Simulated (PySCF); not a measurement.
## Core-level binding energies of `C[PH](C)=S`

C2H7PS.
Geometry (GFN2-xTB, Å), atoms numbered from 1 in this order:
```
atom  x, y, z in Å
C1    -1.419   -0.189    0.432
P2     0.069    0.753   -0.071
C3     1.344   -0.517   -0.410
S4     0.602    2.171    1.126
H5    -1.670   -0.955   -0.297
H6    -2.248    0.509    0.544
H7    -1.217   -0.645    1.403
H8    -0.279    1.150   -1.368
H9     2.229   -0.021   -0.806
H10    1.607   -0.990    0.537
H11    0.987   -1.263   -1.115
```

Theory: PySCF, delta-SCF UKS SCAN, pcX-2 on the ionised atom, pcseg-1 elsewhere, spin-free X2C. Vertical ΔSCF values, vacuum level as zero.

Problem. What binding energy does each computed site have?

Solution. 
```csv
atom(s),bonded to,level,binding energy (eV),2p1/2 (eV),count
C1/C3,3 H and P,C 1s,291.05,–,2
P2,"S (double bond), 2 C and H",P 2p3/2,138.04,138.93,1
P2,"S (double bond), 2 C and H",P 1s,2151.91,–,1
S4,P (double bond),S 1s,2475.29,–,1
```

Problem. Express the binding energy of P 2p3/2 of P2 in atomic units and per mole.

Solution. 138.04 eV = 5.0729 Eh = 13319 kJ/mol.

The first atom of each set that the bonding makes equivalent was ionised and stands for the set. Not every level is listed. 2p3/2 and 2p1/2 are the ΔSCF energy of one spin-free 2p hole plus the eigenvalues of a spin–orbit and ligand-field matrix of the shell. 2p1/2 minus 2p3/2 (ligand field included): P 0.89 eV. Isolated species at its GFN2-xTB geometry, gas phase.
